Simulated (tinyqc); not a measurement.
Inside a calculation (part 2 of 2). Method: UKS/LDA (VWN5) in the sto-3g basis, for OH+, spin multiplicity 3. Computed by tinyqc, a small Python program that keeps every step (integrals from PySCF). Command: `OMP_NUM_THREADS=1 python tinyqc.py 31234 31235 out.jsonl` (the two numbers bound the seeds that draw the settings). One thread of a shared host (Intel(R) Xeon(R) Processor @ 2.60GHz), about 1 s of CPU time with the checks.

Geometry (angstrom):
```
atom         x         y         z
O     0.000000  0.000000  0.000000
H     0.000000  0.000000  1.922000
```

## Iteration 2: DIIS over 2 matrices

error matrix X^T (FDS - SDF) X (alpha):
```
           1          2         3         4          5          6
1   0.000000   0.000495  0.000000  0.000000   0.000837  -0.012571
2  -0.000495   0.000000  0.000000  0.000000   0.001808   0.021035
3   0.000000   0.000000  0.000000  0.000000   0.000000   0.000000
4   0.000000   0.000000  0.000000  0.000000   0.000000   0.000000
5  -0.000837  -0.001808  0.000000  0.000000   0.000000   0.081477
6   0.012571  -0.021035  0.000000  0.000000  -0.081477   0.000000
```

B (overlaps of the stored error matrices):
```
                1               2
1   6.5375023e-02  -1.8782351e-02
2  -1.8782351e-02   3.3791752e-02
```

Minimise |sum c_i e_i|^2 with sum c_i = 1: solve [B -1; -1 0][c; lambda] = [0; -1] with B_ij = tr e_i^T e_j summed over both spins, and take F = sum c_i F_i.

DIIS coefficients: 0.384506  0.615494

extrapolated F(alpha) (hartree):
```
             1O 1s      1O 2s     1O 2px     1O 2py     1O 2pz      2H 1s
1O 1s   -19.113028  -4.939297   0.000000   0.000000  -0.002853  -0.126681
1O 2s    -4.939297  -2.436291   0.000000   0.000000  -0.033129  -0.162852
1O 2px    0.000000   0.000000  -0.662901   0.000000   0.000000   0.000000
1O 2py    0.000000   0.000000   0.000000  -0.662901   0.000000   0.000000
1O 2pz   -0.002853  -0.033129   0.000000   0.000000  -0.625988  -0.122094
2H 1s    -0.126681  -0.162852   0.000000   0.000000  -0.122094  -0.521680
```

extrapolated F(beta) (hartree):
```
             1O 1s      1O 2s     1O 2px     1O 2py     1O 2pz      2H 1s
1O 1s   -18.931654  -4.902247   0.000000   0.000000  -0.002828  -0.125746
1O 2s    -4.902247  -2.321675   0.000000   0.000000  -0.032959  -0.157963
1O 2px    0.000000   0.000000  -0.530825   0.000000   0.000000   0.000000
1O 2py    0.000000   0.000000   0.000000  -0.530825   0.000000   0.000000
1O 2pz   -0.002828  -0.032959   0.000000   0.000000  -0.545100  -0.119155
2H 1s    -0.125746  -0.157963   0.000000   0.000000  -0.119155  -0.508031
```

## Iteration 2: diagonalisation and new density

X:
```
            1O 1s      1O 2s    1O 2px    1O 2py     1O 2pz      2H 1s
1O 1s    1.021973  -0.123112  0.000000  0.000000  -0.000447   0.005199
1O 2s   -0.123112   1.025094  0.000000  0.000000   0.003371  -0.046062
1O 2px   0.000000   0.000000  1.000000  0.000000   0.000000   0.000000
1O 2py   0.000000   0.000000  0.000000  1.000000   0.000000   0.000000
1O 2pz  -0.000447   0.003371  0.000000  0.000000   1.003570  -0.049007
2H 1s    0.005199  -0.046062  0.000000  0.000000  -0.049007   1.006635
```

Diagonalise F' = X^T F X, C = X C', fill 5 alpha and 3 beta electrons from the bottom; D(s) = C_occ C_occ^T. Each column has its largest component positive (the first on a tie).

F' = X^T F X (alpha) (hartree):
```
            1          2          3          4          5          6
1  -18.757396  -2.532763   0.000000   0.000000  -0.001252   0.007492
2   -2.532763  -1.590455   0.000000   0.000000  -0.029080  -0.054470
3    0.000000   0.000000  -0.662901   0.000000   0.000000   0.000000
4    0.000000   0.000000   0.000000  -0.662901   0.000000   0.000000
5   -0.001252  -0.029080   0.000000   0.000000  -0.619898  -0.066187
6    0.007492  -0.054470   0.000000   0.000000  -0.066187  -0.507775
```

orbital energies (alpha) (hartree): MO1 -19.123276, MO2 -1.230629, MO3 -0.662901, MO4 -0.662901, MO5 -0.646469, MO6 -0.475149

coefficients C (alpha):
```
              MO1        MO2        MO3       MO4        MO5        MO6
1O 1s    0.993872  -0.266298   0.000000  0.000000   0.023746   0.018790
1O 2s    0.024716   1.023671   0.000000  0.000000  -0.101487  -0.096414
1O 2px   0.000000   0.000000   0.987811  0.155657   0.000000   0.000000
1O 2py   0.000000   0.000000  -0.155657  0.987811   0.000000   0.000000
1O 2pz   0.000332   0.054983   0.000000  0.000000   0.895066  -0.453209
2H 1s   -0.001434   0.032478   0.000000  0.000000   0.363931   0.940405
```

F' = X^T F X (beta) (hartree):
```
            1          2          3          4          5          6
1  -18.575545  -2.530666   0.000000   0.000000  -0.001290   0.007764
2   -2.530666  -1.477038   0.000000   0.000000  -0.028606  -0.055290
3    0.000000   0.000000  -0.530825   0.000000   0.000000   0.000000
4    0.000000   0.000000   0.000000  -0.530825   0.000000   0.000000
5   -0.001290  -0.028606   0.000000   0.000000  -0.538687  -0.067860
6    0.007764  -0.055290   0.000000   0.000000  -0.067860  -0.494252
```

orbital energies (beta) (hartree): MO1 -18.942234, MO2 -1.117400, MO3 -0.582100, MO4 -0.530825, MO5 -0.530825, MO6 -0.443788

coefficients C (beta):
```
              MO1        MO2        MO3        MO4       MO5        MO6
1O 1s    0.993757  -0.266235   0.030076   0.000000  0.000000   0.016592
1O 2s    0.025160   1.021400  -0.130021   0.000000  0.000000  -0.085503
1O 2px   0.000000   0.000000   0.000000   0.997571  0.069652   0.000000
1O 2py   0.000000   0.000000   0.000000  -0.069652  0.997571   0.000000
1O 2pz   0.000334   0.058400   0.792675   0.000000  0.000000  -0.614671
2H 1s   -0.001460   0.047187   0.534537   0.000000  0.000000   0.854346
```

D(alpha) after iteration 2:
```
            1O 1s      1O 2s    1O 2px    1O 2py     1O 2pz      2H 1s
1O 1s    1.059260  -0.250448  0.000000  0.000000   0.006942  -0.001432
1O 2s   -0.250448   1.058812  0.000000  0.000000  -0.034545  -0.003723
1O 2px   0.000000   0.000000  1.000000  0.000000   0.000000   0.000000
1O 2py   0.000000   0.000000  0.000000  1.000000   0.000000   0.000000
1O 2pz   0.006942  -0.034545  0.000000  0.000000   0.804167   0.327528
2H 1s   -0.001432  -0.003723  0.000000  0.000000   0.327528   0.133503
```

D(beta) after iteration 2:
```
            1O 1s      1O 2s    1O 2px    1O 2py     1O 2pz      2H 1s
1O 1s    1.059338  -0.250841  0.000000  0.000000   0.008625   0.002063
1O 2s   -0.250841   1.060797  0.000000  0.000000  -0.043406  -0.021341
1O 2px   0.000000   0.000000  0.000000  0.000000   0.000000   0.000000
1O 2py   0.000000   0.000000  0.000000  0.000000   0.000000   0.000000
1O 2pz   0.008625  -0.043406  0.000000  0.000000   0.631744   0.426469
2H 1s    0.002063  -0.021341  0.000000  0.000000   0.426469   0.287958
```

Within a degenerate level the vectors are fixed only up to a rotation; this is one choice.

## Iteration 11 (converged): orbitals

converged F(alpha) (hartree):
```
             1O 1s      1O 2s     1O 2px     1O 2py     1O 2pz      2H 1s
1O 1s   -18.952946  -4.935062   0.000000   0.000000  -0.003676  -0.126559
1O 2s    -4.935062  -2.511722   0.000000   0.000000  -0.029829  -0.165505
1O 2px    0.000000   0.000000  -0.737057   0.000000   0.000000   0.000000
1O 2py    0.000000   0.000000   0.000000  -0.737057   0.000000   0.000000
1O 2pz   -0.003676  -0.029829   0.000000   0.000000  -0.705050  -0.123030
2H 1s    -0.126559  -0.165505   0.000000   0.000000  -0.123030  -0.474383
```

converged F(beta) (hartree):
```
             1O 1s      1O 2s     1O 2px     1O 2py     1O 2pz      2H 1s
1O 1s   -18.907868  -4.904603   0.000000   0.000000  -0.003286  -0.125802
1O 2s    -4.904603  -2.354237   0.000000   0.000000  -0.028464  -0.160543
1O 2px    0.000000   0.000000  -0.560067   0.000000   0.000000   0.000000
1O 2py    0.000000   0.000000   0.000000  -0.560067   0.000000   0.000000
1O 2pz   -0.003286  -0.028464   0.000000   0.000000  -0.583894  -0.122293
2H 1s    -0.125802  -0.160543   0.000000   0.000000  -0.122293  -0.585195
```

As before.

F' = X^T F X (alpha) (hartree):
```
            1          2          3          4          5          6
1  -18.592403  -2.538935   0.000000   0.000000  -0.002536   0.008475
2   -2.538935  -1.667987   0.000000   0.000000  -0.025821  -0.056080
3    0.000000   0.000000  -0.737057   0.000000   0.000000   0.000000
4    0.000000   0.000000   0.000000  -0.737057   0.000000   0.000000
5   -0.002536  -0.025821   0.000000   0.000000  -0.699297  -0.065741
6    0.008475  -0.056080   0.000000   0.000000  -0.065741  -0.459841
```

orbital energies (alpha) (hartree): MO1 -18.965080, MO2 -1.300609, MO3 -0.737057, MO4 -0.737057, MO5 -0.713648, MO6 -0.440190

coefficients C (alpha):
```
              MO1        MO2        MO3       MO4        MO5        MO6
1O 1s    0.993259  -0.268879   0.000000  0.000000   0.018043   0.020693
1O 2s    0.027068   1.025120   0.000000  0.000000  -0.074757  -0.104472
1O 2px   0.000000   0.000000  -0.591623  0.806214   0.000000   0.000000
1O 2py   0.000000   0.000000   0.806214  0.591623   0.000000   0.000000
1O 2pz   0.000392   0.049566   0.000000  0.000000   0.961082  -0.288843
2H 1s   -0.001575   0.022965   0.000000  0.000000   0.193643   0.989867
```

F' = X^T F X (beta) (hartree):
```
            1          2          3          4          5          6
1  -18.550601  -2.532066   0.000000   0.000000  -0.002313   0.007728
2   -2.532066  -1.510188   0.000000   0.000000  -0.024064  -0.053117
3    0.000000   0.000000  -0.560067   0.000000   0.000000   0.000000
4    0.000000   0.000000   0.000000  -0.560067   0.000000   0.000000
5   -0.002313  -0.024064   0.000000   0.000000  -0.577605  -0.065544
6    0.007728  -0.053117   0.000000   0.000000  -0.065544  -0.572035
```

orbital energies (beta) (hartree): MO1 -18.918887, MO2 -1.148455, MO3 -0.634698, MO4 -0.560067, MO5 -0.560067, MO6 -0.508388

coefficients C (beta):
```
              MO1        MO2        MO3        MO4       MO5        MO6
1O 1s    0.993612  -0.266779   0.031242   0.000000  0.000000   0.014211
1O 2s    0.025717   1.021350  -0.137186   0.000000  0.000000  -0.073961
1O 2px   0.000000   0.000000   0.000000  -0.309263  0.950977   0.000000
1O 2py   0.000000   0.000000   0.000000   0.950977  0.309263   0.000000
1O 2pz   0.000358   0.050922   0.700076   0.000000  0.000000  -0.718934
2H 1s   -0.001500   0.050527   0.647888   0.000000  0.000000   0.771720
```

D(alpha) after iteration 11:
```
            1O 1s      1O 2s    1O 2px    1O 2py     1O 2pz      2H 1s
1O 1s    1.059185  -0.250097  0.000000  0.000000   0.004403  -0.004245
1O 2s   -0.250097   1.057193  0.000000  0.000000  -0.021026   0.009023
1O 2px   0.000000   0.000000  1.000000  0.000000   0.000000   0.000000
1O 2py   0.000000   0.000000  0.000000  1.000000   0.000000   0.000000
1O 2pz   0.004403  -0.021026  0.000000  0.000000   0.926135   0.187244
2H 1s   -0.004245   0.009023  0.000000  0.000000   0.187244   0.038027
```

D(beta) after iteration 11:
```
            1O 1s      1O 2s    1O 2px    1O 2py     1O 2pz      2H 1s
1O 1s    1.059411  -0.251208  0.000000  0.000000   0.008643   0.005272
1O 2s   -0.251208   1.062637  0.000000  0.000000  -0.044022  -0.037314
1O 2px   0.000000   0.000000  0.000000  0.000000   0.000000   0.000000
1O 2py   0.000000   0.000000  0.000000  0.000000   0.000000   0.000000
1O 2pz   0.008643  -0.044022  0.000000  0.000000   0.492699   0.456143
2H 1s    0.005272  -0.037314  0.000000  0.000000   0.456143   0.422314
```

Within a degenerate level the vectors are fixed only up to a rotation; this is one choice.

## Convergence

Stop when the energy changes by less than 1e-10 hartree and every element of the error matrix X^T (F D S - S D F) X (for each spin) is below 3e-06.

Course of the cycle:
```
iteration   E (hartree)     change  largest element of the error matrix
1          -69.54152482          -                             1.03e-01
2          -73.35508064  -3.81e+00                             9.41e-02
3          -73.47791502  -1.23e-01                             1.81e-02
4          -73.47824304  -3.28e-04                             4.55e-02
5          -73.47460979   3.63e-03                             5.77e-02
6          -73.47421541   3.94e-04                             5.87e-02
7          -73.48348800  -9.27e-03                             6.93e-03
8          -73.48359208  -1.04e-04                             2.15e-03
9          -73.48360142  -9.34e-06                             4.28e-04
10         -73.48360188  -4.57e-07                             1.32e-06
11         -73.48360188  -8.65e-12                             4.03e-08
```

PySCF UKS in the same basis, fine grid, after a stability check = -73.62038563 hartree

Converged in 11 iterations. The coarse grid moves the energy by +1.37e-01 hartree.

## Populations, bond orders and dipole

overlap S:
```
           1O 1s     1O 2s    1O 2px    1O 2py    1O 2pz     2H 1s
1O 1s   1.000000  0.236704  0.000000  0.000000  0.000000  0.005997
1O 2s   0.236704  1.000000  0.000000  0.000000  0.000000  0.088958
1O 2px  0.000000  0.000000  1.000000  0.000000  0.000000  0.000000
1O 2py  0.000000  0.000000  0.000000  1.000000  0.000000  0.000000
1O 2pz  0.000000  0.000000  0.000000  0.000000  1.000000  0.096941
2H 1s   0.005997  0.088958  0.000000  0.000000  0.096941  1.000000
```

Mulliken: Z minus the diagonal of D S on the atom; Loewdin: the same with S^(1/2) D S^(1/2); Mayer order: 2 sum_s sum (D(s) S)_ij (D(s) S)_ji over the two atoms.

Charges (e):
```
atom  Mulliken   Loewdin  Mulliken spin
1O    0.520201  0.525471       2.406289
2H    0.479799  0.474529      -0.406289
```

Mayer bond orders:
```
pair     order
2-1   0.604722
```

dipole moment about the origin, x y z (debye): 0.000000  0.000000  4.597758

<S^2> of the determinant (pure state: 2) = 2.234785
